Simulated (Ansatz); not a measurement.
Ansatz (a quantum-chemistry and plane-wave program) input (r2SCANh/def2-TZVPD):

Ansatz 0.2 input:
```yaml
crystal:
  periodic: [false, false, false]
  atoms:
    - {symbol: S, position_ang: [0.00049414, 0.06450114, 1.16622654]}
    - {symbol: C, position_ang: [-0.00143610, 1.37701627, 0.02005522]}
    - {symbol: C, position_ang: [0.00130320, -1.23742310, 0.00830037]}
    - {symbol: C, position_ang: [-0.00137378, 0.74802200, -1.22132953]}
    - {symbol: C, position_ang: [0.00011948, -0.68488477, -1.24455526]}
    - {symbol: H, position_ang: [0.00253092, -2.28684857, 0.26962575]}
    - {symbol: H, position_ang: [-0.00241967, 1.31834414, -2.14933417]}
    - {symbol: H, position_ang: [0.00030568, -1.27989620, -2.15474108]}
basis:
  gaussian:
    orbitals: def2-TZVPD
hamiltonian:
  xc: {name: r2SCANh}
total_charge: -1
output: {forces: true}
```

Output:

```
Functional definition: r2SCANh
integrals: 0.14 GiB planned
1142 factors; their error is unknown
mean field: 1.38 GiB planned
mean field evaluation 1: about -15022.1288 eV, gradient 5.4e1 eV
mean field evaluation 2: about -14969.8188 eV, gradient 1.2e2 eV
mean field evaluation 4: about -15029.0879 eV, gradient 1.4e1 eV
mean field evaluation 8: about -15029.6114 eV, gradient 1.3e-1 eV
mean field evaluation 16: about -15029.6054 eV, gradient 7.5e-3 eV
mean field -15029.60543271 eV, -552.3278122195 hartree, gradient 7.6e-5 eV, S^2 0.000000; 0 other end points of the search recorded, 0 dependent functions left out
the calculation of the forces begins
reference -15029.60545050 eV, -552.3278128733 hartree; 22, 22 occupied and 199, 199 virtual orbitals, 1142 factors
Total energy: -15029.60545050 eV, -552.3278128733 hartree
Atom 0 at     0.000494     0.064501     1.166227 Å, force    -0.000213     0.006917    -0.427557 eV/Å
Atom 1 at    -0.001436     1.377016     0.020055 Å, force     0.000244    -0.178404     0.117869 eV/Å
Atom 2 at     0.001303    -1.237423     0.008300 Å, force    -0.000155     0.187242     0.086828 eV/Å
Atom 3 at    -0.001374     0.748022    -1.221330 Å, force     0.000224    -0.163726     0.108078 eV/Å
Atom 4 at     0.000119    -0.684885    -1.244555 Å, force    -0.000131     0.160122     0.077798 eV/Å
Atom 5 at     0.002531    -2.286849     0.269626 Å, force     0.000009    -0.001039     0.016922 eV/Å
Atom 6 at    -0.002420     1.318344    -2.149334 Å, force     0.000006     0.001259     0.015363 eV/Å
Atom 7 at     0.000306    -1.279896    -2.154741 Å, force     0.000015    -0.012370     0.004698 eV/Å
Dipole moment:     0.000835    -0.873251    -0.170688 e Å
```

It need not be the lowest isomer of its formula. Whether it binds its extra electron was not tested at this geometry.
